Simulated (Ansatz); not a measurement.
Rock-salt KF: LDA at its full settings (plane-wave cutoff 520 eV, 12×12×12 k mesh, Fermi–Dirac smearing 0.01 eV, scalar-relativistic PAW data made under PBE) and at cheaper ones, in a cell of 2 atoms with Γ-centred meshes.

```csv
level and setting,lattice constant a (Å),bulk modulus (GPa)
LDA (Ansatz),5.162,43.7
LDA (2×2×2 k mesh) (Ansatz),5.167,43.3
LDA (4×4×4 k mesh) (Ansatz),5.162,43.7
```

Largest shifts from the full settings: lattice constant a +0.10 % (LDA (2×2×2 k mesh)), against a difference of -2.81 % of the full result from the reference 5.311 Å (measured, low temperature, no zero-point or thermal correction; as tabulated in Doll and Stoll (1997), arXiv:cond-mat/9707218); bulk modulus -0.9 % (LDA (2×2×2 k mesh)), against a difference of +28 % of the full result from the reference 34.2 GPa (measured, 4 K, no zero-point or thermal correction; as tabulated in Doll and Stoll (1997), arXiv:cond-mat/9707218).

Ansatz's density-functional and Hartree–Fock values are scalar-relativistic unless marked +SOC, with PAW data made under PBE.

Run with cheap settings on purpose, which may leave them unconverged: LDA (2×2×2 k mesh), LDA (4×4×4 k mesh).

Ansatz is a program for electronic structure.
